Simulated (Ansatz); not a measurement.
`FC1NCN1` → 2 C• + F• + 5 H• + 2 N•  (atomization)

Isolated molecules relaxed with PBE0-D4/def2-TZVP in Ansatz; ΔE leaves out vibrations. CCSD(T)/CBS is the MP2 limit (def2-TZVPP, def2-QZVPP) plus CCSD(T) − MP2 in def2-TZVPP, frozen cores. This one scheme is used for every species, atoms too. Functionals use def2-TZVPP. B3LYP here is the variant with VWN-RPA as its local correlation; programs differ in this. Open shells (•) are unrestricted, without spin–orbit coupling. Spin–orbit coupling would lower the free atoms: a little for C, F.

`FC1NCN1`:

```xyz
10

F    -0.761   -1.680    0.394
C     0.121   -0.904   -0.374
N    -0.504    0.266   -0.916
C     0.063    1.032    0.205
N     0.985   -0.092    0.432
H     0.579   -1.614   -1.067
H    -1.511    0.217   -0.989
H    -0.636    1.228    1.028
H     0.557    1.959   -0.094
H     1.107   -0.413    1.383
```

(1) What is ΔE at CCSD(T)/CBS? (Best estimate.)

(2) What do these levels give: PBE-D4, B3LYP-D4, ωB97M-V, B3LYP, SCS-MP2/def2-QZVPP, HF/CBS(def2)? (Best estimate.)

Largest T1 diagnostic among the species: 0.011.

Results:

(1) The calculation gave: +3786.3 kJ/mol.

(2) Ansatz gave: PBE-D4 3950.3, B3LYP-D4 3803.9, ωB97M-V 3821.5, B3LYP 3778.2, SCS-MP2/def2-QZVPP 3816.4, HF/CBS(def2) 2519.7 kJ/mol.

In def2-TZVPP, CCSD(T) changes the Hartree–Fock value by +1154.1 kJ/mol (the triples alone add +72.9 kJ/mol) and MP2 by +1240.2 kJ/mol; breaking electron pairs costs correlation energy, which Hartree–Fock lacks. The D4 term adds +25.7 kJ/mol with B3LYP and +13.2 kJ/mol with PBE0; it sums over pairs of atoms, weighted by their polarisabilities, and B3LYP, whose exchange is more repulsive, gets the larger term. From PBE to PBE0 (25 % exact exchange), in def2-TZVPP and without D4, ΔE moves by −114.4 kJ/mol: exact exchange takes away binding that semilocal exchange gives to molecules.

For atomizations the MP2-based limit and the directly extrapolated one differ by several kJ/mol either way, and by 10 to 25 for some Ge, Se and Sn compounds, so smaller differences from it don't rank the levels.
